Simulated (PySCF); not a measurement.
Diphosphorus tetrafluoride, P2F4.
SMILES: `FP(P(F)F)F`

Level of theory: EOM-IP-CCSD/aug-cc-pVDZ in PySCF, restricted Hartree–Fock reference, frozen core, non-relativistic, gas phase, PBE0-D3(BJ)/def2-SVP geometry.

Hartree–Fock orbital energies give these Koopmans values (eV): HOMO 10.36, HOMO-1 13.82, HOMO-2 16.10, HOMO-3 18.19, HOMO-4 18.31, HOMO-5 18.93, HOMO-6 19.16, HOMO-7 19.50.

**Question.** What vertical ionisation energies does EOM-IP-CCSD give?

**Answer.** 
| leading hole (HF orbital) | Koopmans (eV) | EOM-IP-CCSD (eV) | change (eV) | one-hole share |
| --- | --- | --- | --- | --- |
| HOMO | 10.36 | 9.80 | -0.56 | 0.96 |
| HOMO-1 | 13.82 | 12.67 | -1.15 | 0.92 |
| HOMO-2 | 16.10 | 14.36 | -1.74 | 0.94 |
| HOMO-3 | 18.19 | 15.49 | -2.70 | 0.94 |
| HOMO-4 | 18.31 | 15.62 | -2.69 | 0.94 |
| HOMO-5 | 18.93 | 16.05 | -2.88 | 0.94 |
| HOMO-6 | 19.16 | 16.33 | -2.83 | 0.94 |
| HOMO-7 | 19.50 | 16.74 | -2.76 | 0.93 |

**Question.** Does the order of the lines follow the orbital energies?

**Answer.** Yes, no two lines change places. The corrections run from -2.88 to -0.56 eV, with a mean of -2.16 eV over the 8 lines; no line lies above its Koopmans value.

**Question.** At what kinetic energies would He I light (21.22 eV) eject these electrons?

**Answer.** 11.42 eV (HOMO), 8.55 eV (HOMO-1), 6.86 eV (HOMO-2), 5.73 eV (HOMO-3), 5.60 eV (HOMO-4), 5.17 eV (HOMO-5), 4.89 eV (HOMO-6), 4.48 eV (HOMO-7).

**Question.** What total energy has the lowest final state, and which wavelength reaches it?

**Answer.** E(CCSD) + ionisation energy = -1080.44816 + 0.36005 = -1080.08811 Eh, at the geometry of the initial state. The threshold wavelength is 1239.84 eV nm/9.80 eV = 126.5 nm.

Lines less than 0.15 eV apart could change places at a higher level. One root was sought for each valence orbital with −ε under 21 eV, eight at most, so deeper holes and satellites are missing; no vibrational structure.

Hardware: one thread of an Intel Xeon Platinum 8488C, shared host with 96 logical CPUs at a one-minute load of 24. Cost: 3.6 min wall, 2.5 GiB resident at most.

The values belong to the conformer `[F:1][P:2]([F:3])[P:4]([F:5])[F:6]`: F1–P2–P4–F5 -179°.
